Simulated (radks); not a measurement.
# Valence configurations of O²⁺

An exercise on one series of results from a longer session: the logs are not shown, and one member is left open.

The numbers are computed with radks (a radial shooting solver on a logarithmic mesh, Libxc functionals) version 1 (non-relativistic Kohn-Sham, LDA (Slater exchange, Perdew-Wang correlation), spin-polarised, spherical densities, point nucleus; open shells are filled with parallel spins first), except any that are marked as measured or tabulated.

### Starting point

- element: oxygen (Z = 8)
- charge: +2
- electrons: 6
- configuration: [He] 2s2 2p2
- others tried: 2s1.5 2p2.5; 2p4; 2s1 2p3; 2s0.5 2p3.5

Outer shells as boxes (Hund's rule):

O²⁺
```
[He] core
2s [↑↓]
2p [↑ ][↑ ][  ]
```

The first run:

Settings of this run:

```text
Z 8
configuration [He] 2s2 2p2
relativity non-relativistic
functional lda,pw
spin polarised
nucleus point
```

Among the steps run: [He] 2s2 2p2.

One of the session's tables, all rows but one given; the rest of the session is left out.

It belongs to the step «[He] 2s2 2p2». Radial moments (bohr):

| level | <r> | outermost maximum (interpolated) | 90 % within |
| --- | --- | --- | --- |
| 1s up | 0.2010 | 0.130 | 0.360 |
| 1s down | ? | ? | ? |
| 2s up | 1.026 | 0.831 | 1.61 |
| 2s down | 1.051 | 0.843 | 1.65 |
| 2p up | 0.9859 | 0.731 | 1.64 |
| 2p down | 1.029 | 0.751 | 1.72 |

**Question.** Estimate the row for 1s down.

The run gave: <r>: 0.2003; outermost maximum (interpolated): 0.130; 90 % within: 0.359. In the column «<r>» it is the lowest.
